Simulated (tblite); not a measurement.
Question: Write Cartesian coordinates for `[O]CO` [radical] as optimised with GFN2-xTB. (Doublet state.)

Answer: 
```
atom  x, y, z in Å
O1    -0.6846    0.6737    0.9635
C2    -0.2970   -0.1364    0.0598
O3     0.9572    0.0542   -0.5238
H4    -1.0275   -0.2094   -0.8008
H5    -0.3143   -1.2136    0.4041
H6     1.3693    0.8335   -0.1244
```

Orientation and origin are arbitrary. Atoms count from 1 in this order. The C–O distances run from 1.274 Å (O1–C2, drawn single) to 1.396 Å (C2–O3, drawn single), a spread of 0.122 Å.

Bonds between heavy atoms (Å): O1–C2 1.274, C2–O3 1.396.

The geometry is computed with GFN2-xTB (gas phase). This method treats the open shell by occupation alone, without spin polarisation.

Point group: Cs (tolerance 0.08 Å). Its GFN2-xTB frequencies are all real (lowest 376 cm⁻¹). Torsions: O1–C2–O3–H 0°.

On one thread, Arm Neoverse V1 (aarch64), shared host with 32 logical CPUs at a one-minute load of 6.2, this took under 0.1 s wall. That covers the optimisation of the geometry.

One conformer stands for the species.
